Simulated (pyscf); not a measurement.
**Four-centre exchange: SiH₂ (SMILES [SiH2]) [singlet] + H₃C–OH (SMILES CO) → H₃C–O–SiH: (SMILES CO[SiH]) [singlet] + H₂ (SMILES [H][H])**

Gas phase, singlet surface, charge 0. Bonds broken: Si1–H2, O5–H9. Bonds formed: Si1–O5, H2–H9. Structures and frequencies: ωB97X-D3(BJ)/def2-SVP in PySCF.

Transition state (Å):

```xyz
9

Si     1.0795     0.3142    -0.2233
H      0.0994     1.6561    -0.7944
H      1.9549     1.3331     0.4883
C     -1.3423    -0.4424     0.9871
O     -0.2934     0.5073     1.0396
H     -0.9438    -1.4598     1.1434
H     -1.8643    -0.4259     0.0115
H     -2.0698    -0.2147     1.7811
H     -0.3102     1.3904     0.0738
```

One imaginary mode, 1395i cm⁻¹; descent along it reached the two sides named, in the forms told below.

| bond | change | reactant side (Å) | saddle | product side |
|---|---|---|---|---|
| Si1–H2 | breaks | 1.539 | 1.757 | 2.7 |
| O5–H9 | breaks | 0.967 | 1.309 | 3.3 |
| Si1–O5 | forms | 2.034 | 1.875 | 1.669 |
| H2–H9 | forms | 2.6 | 0.996 | 0.763 |

Electronic energies relative to the separated reactants (eV):

```json
[
 {"level": "ωB97X-D3(BJ)/def2-TZVP", "barrier": "-0.07", "reaction energy": "-1.37", "reverse barrier": "1.30"},
 {"level": "PBE/def2-TZVP", "barrier": "-0.29", "reaction energy": "-1.36", "reverse barrier": "1.07"},
 {"level": "r²SCAN/def2-TZVP", "barrier": "-0.28", "reaction energy": "-1.43", "reverse barrier": "1.15"},
 {"level": "B3LYP-D3(BJ)/def2-TZVP", "barrier": "-0.07", "reaction energy": "-1.40", "reverse barrier": "1.33"},
 {"level": "PBE0-D3(BJ)/def2-TZVP", "barrier": "-0.18", "reaction energy": "-1.30", "reverse barrier": "1.12"},
 {"level": "M06-2X/def2-TZVP", "barrier": "-0.06", "reaction energy": "-1.42", "reverse barrier": "1.35"},
 {"level": "ωB97M-D3(BJ)/def2-TZVP", "barrier": "-0.03", "reaction energy": "-1.35", "reverse barrier": "1.32"},
 {"level": "HF/def2-TZVP", "barrier": "0.83", "reaction energy": "-1.09", "reverse barrier": "1.92"}
]
```

With ωB97M-D3(BJ)/def2-TZVP energies and thermal terms (ideal gas, 1 atm, RRHO with modes under 100 cm⁻¹ raised to 100, one conformer, R ln 2 for chiral ones without a mode under 150 cm⁻¹), in eV:

| T (K) | ΔH‡ | ΔG‡ | ΔH | ΔG |
|---|---|---|---|---|
| 298 | -0.06 | 0.42 | -1.44 | -1.33 |
| 600 | -0.06 | 0.91 | -1.39 | -1.24 |
| 900 | -0.04 | 1.39 | -1.36 | -1.17 |
| 1200 | -0.01 | 1.86 | -1.33 | -1.11 |

On the reactant side the descent ends in an adduct with a O–Si contact, 1.03 eV under the separated species and 0.96 eV under the saddle at ωB97X-D3(BJ)/def2-TZVP. At ωB97X-D3(BJ)/def2-TZVP, PBE, r²SCAN, B3LYP-D3(BJ), PBE0-D3(BJ), M06-2X, ωB97M-D3(BJ) the saddle lies under the separated reactants, which points to a path from their complex (located at ωB97X-D3(BJ) alone). What is counted as formed (O–Si) is already present as a longer contact in the reactant adduct; forming that adduct is a step of its own. At the saddle there is also a short H–Si contact that neither side keeps. One saddle was located; it need not be the lowest between these sides.
